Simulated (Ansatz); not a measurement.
# H3S+ (triplet): from Hartree-Fock to the top rungs at distance S1–H3 = 1.860 Å, 6-31G

Aim: climb from Hartree-Fock through coupled cluster and multireference methods for H3S+ (triplet) at one geometry and basis, and see what each rung misses.

Program: Ansatz 0.2.0, Gaussian basis. Level of theory: 6-31G, core rule «outside noble gas», up to 5 orbitals frozen. These are calculated values, not measurements.

To be run: UHF; CCSD(T) on ROHF; CCSD(T) on UHF; BCCD(T) on ROHF; CISD; CCSDT(Q) on ROHF; CCSDT(Q) on UHF; CISDTQ; CCSDTQ on ROHF; CCSDTQ on UHF; CASSCF and MRCISD+Q, 4 electrons in 4 orbitals; CASSCF and NEVPT2, 4 electrons in 4 orbitals; CASSCF and MRCISD+Q, 8 electrons in 7 orbitals; CASSCF and NEVPT2, 8 electrons in 7 orbitals; Full CI.

14 further runs of the same task are left out: 7 that didn't finish, 7 set aside as unsound or not needed.

## 1. What is computed

The geometry derives from a PBE0/def2-TZVP stationary point (not a proven minimum). One bond is set to the value named and the two fragments are kept rigid.

4 atoms, charge 1, spin multiplicity 3.

Atoms are counted from 1 here; the program's logs count them from 0.

Bond lengths: S1–H2 1.357 Å, S1–H4 1.520 Å. Angles: H2–S1–H4 89.9°.

## 2. UHF

in.yaml

```yaml
crystal:
  periodic: [false, false, false]
  atoms:
    - {symbol: S, position_ang: [0.000000, -0.039116, -0.009763]}
    - {symbol: H, position_ang: [0.000000, 1.318364, -0.009763]}
    - {symbol: H, position_ang: [0.000000, -0.036778, 1.850236]}
    - {symbol: H, position_ang: [0.000000, -0.037205, -1.529890]}
basis:
  gaussian: {orbitals: 6-31G}
total_charge: 1
magnetization: {spin_polarized: true, initial_magnetization: 2}
hamiltonian: {xc: hf}
output: {orbitals: {seedname: orbitals}}
```

Launch:

```sh
> ansatz run in.yaml --threads 1 --pin off --events-out ev --progress --plain --max-ram 2393MiB
```

Further steps of the session: CCSD(T) on ROHF; CCSD(T) on UHF; BCCD(T) on ROHF; CISD; CCSDT(Q) on ROHF; CCSDT(Q) on UHF; CISDTQ; CCSDTQ on ROHF; CCSDTQ on UHF; CASSCF and MRCISD+Q, 4 electrons in 4 orbitals; CASSCF and NEVPT2, 4 electrons in 4 orbitals; CASSCF and MRCISD+Q, 8 electrons in 7 orbitals; CASSCF and NEVPT2, 8 electrons in 7 orbitals; Full CI.

**Question.** What will the summary of the whole plan be? Wanted: FCI below the RHF energy; RMP2 from FCI; UMP2 from FCI; RCCSD from FCI; RCCSD(T) from FCI; UCCSD(T) from FCI; RCCSDT(Q) from FCI; UCCSDT(Q) from FCI; NEVPT2 pair from FCI.

The runs gave:

```
                         quantity                                                                                                                                                                    value
         FCI below the RHF energy                                                                                                                                                               -2.0710 eV
                    RMP2 from FCI                                                                                                                                                               +598.8 meV
                    UMP2 from FCI                                                                                                                                                               +582.4 meV
                   RCCSD from FCI                                                                                                                                                                +26.3 meV
                RCCSD(T) from FCI                                                                                                                                                                 +7.7 meV
                UCCSD(T) from FCI                                                                                                                                                                 +7.1 meV
               RCCSDT(Q) from FCI                                                                                                                                                                 +0.2 meV
               UCCSDT(Q) from FCI                                                                                                                                                                 +0.1 meV
             NEVPT2 pair from FCI                                                                                                                                                               +326.3 meV
           MRCISD+Q pair from FCI                                                                                                                                                                  0.0 meV
          NEVPT2 valence from FCI                                                                                                                                                               +146.6 meV
levels within 1 kcal/mol (43 meV)  RCCSD, UCCSD, RCCSD(T), UCCSD(T), BCCD(T), RCCSDT, UCCSDT, CISDTQ, RCCSDT(Q), UCCSDT(Q), RCCSDTQ, UCCSDTQ, MRCISD pair, MRCISD+Q pair, MRCISD valence, MRCISD+Q valence
                    T1 diagnostic                                                                                                                                                                    0.028
   effectively unpaired electrons                                                                                                                                                                     2.03
```

RCCSD(T) misses by +7.7 meV, 0.4 % of the correlation energy. One determinant dominates. Of the multireference levels listed MRCISD+Q pair comes nearest in total energy (0.0 meV), which doesn't show that its space is the better one. These misses are within one basis, not against nature; the frozen cores of restricted and unrestricted runs differ, which can shift their rows.
